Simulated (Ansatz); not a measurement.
# C2HClF2O: the cost of one run

Method: RKS r2SCAN/def2-SVP, in Ansatz 0.2.0.

### Step 1. The system as given

Bond lengths: F1–C2 1.393 Å, C2–F3 1.396 Å, C2–O4 1.500 Å, C2–C5 1.477 Å, O4–C5 1.486 Å, C5–Cl6 1.768 Å, C5–H7 1.059 Å. Angles: F1–C2–F3 108.0°, F1–C2–O4 116.9°, F1–C2–C5 124.9°, F3–C2–O4 119.8°, F3–C2–C5 120.4°, O4–C2–C5 59.9°, C2–O4–C5 59.3°, C2–C5–O4 60.8°, C2–C5–Cl6 120.9°, C2–C5–H7 120.5°, O4–C5–Cl6 117.1°, O4–C5–H7 118.1°, Cl6–C5–H7 110.9°.

Coordinates:

```xyz
7

F    -0.3799   -1.3258    1.2523
C    -0.1073   -0.7369    0.0196
F    -0.7193   -1.5079   -0.9704
O     1.2850   -0.2212   -0.1917
C     0.1240    0.7059   -0.1936
Cl    0.0056    1.8533    1.1468
H    -0.1468    1.1647   -1.1086
```

### Step 2. End point A

input.yaml

```yaml
crystal:
  periodic: [false, false, false]
  atoms:
    - { symbol: F, position_ang: [-0.3799, -1.3258, 1.2523] }
    - { symbol: C, position_ang: [-0.1073, -0.7369, 0.0196] }
    - { symbol: F, position_ang: [-0.7193, -1.5079, -0.9704] }
    - { symbol: O, position_ang: [1.285, -0.2212, -0.1917] }
    - { symbol: C, position_ang: [0.124, 0.7059, -0.1936] }
    - { symbol: Cl, position_ang: [0.0056, 1.8533, 1.1468] }
    - { symbol: H, position_ang: [-0.1468, 1.1647, -1.1086] }
basis:
  gaussian: { orbitals: def2-SVP }
hamiltonian:
  xc: r2scan
relax:
  f_tol: 0.02
  max_steps: 50
output:
  orbitals: {}
```

Command:

```console
$ ansatz run input.yaml --threads 2 --pin off --max-ram 3072MiB --backend cpu --events-out ev --progress --plain --runs-dir out
```

What time and memory should one allow on 2 threads of Arm Neoverse V1, shared host?

About 25 s, with a peak of 0.16 GiB.
